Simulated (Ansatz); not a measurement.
# BH3O: the cost of one run

Method: RKS LDA/def2-TZVP, in Ansatz 0.2.0.

## (1) The system as given

Bond lengths: B1–O2 1.610 Å, O2–H3 1.010 Å, B1–H5 1.190 Å. Angles: B1–O2–H3 75.9°, O2–B1–H5 155.0°.

As a file:

```xyz
5

B     0.0000    0.0000    0.0000
O     0.9238    0.0000    1.3186
H     0.0143   -0.2814    1.6557
H     1.3899    0.0000    0.0173
H    -1.0305    0.0000   -0.5950
```

## (2) A restrained relaxation towards end A

Springs on the bonds that form and break draw the guess towards this end; the thresholds are loose.

The input, input.yaml:

```yaml
crystal:
  periodic: [false, false, false]
  atoms:
    - { symbol: B, position_ang: [0.0, 0.0, 0.0] }
    - { symbol: O, position_ang: [0.9238, 0.0, 1.3186] }
    - { symbol: H, position_ang: [0.0143, -0.2814, 1.6557] }
    - { symbol: H, position_ang: [1.3899, 0.0, 0.0173] }
    - { symbol: H, position_ang: [-1.0305, 0.0, -0.595] }
basis:
  gaussian: { orbitals: def2-TZVP }
hamiltonian:
  xc: lda
relax:
  f_tol: 0.15
  max_steps: 25
  restrain:
    - { distance: [1, 3], at: 2.21, k: 30.0 }
    - { distance: [0, 1], at: 1.41, k: 30.0 }
    - { distance: [0, 3], at: 1.19, k: 30.0 }
```

Started as:

```bash
$ ansatz run input.yaml --threads 2 --pin off --max-ram 3072MiB --backend cpu --events-out ev --progress --plain --runs-dir out
```

**Question.** How long does this run take on 2 threads of Arm Neoverse V2, shared host, and how much memory does it need?

About 3.3 s, with a peak of 0.098 GiB.
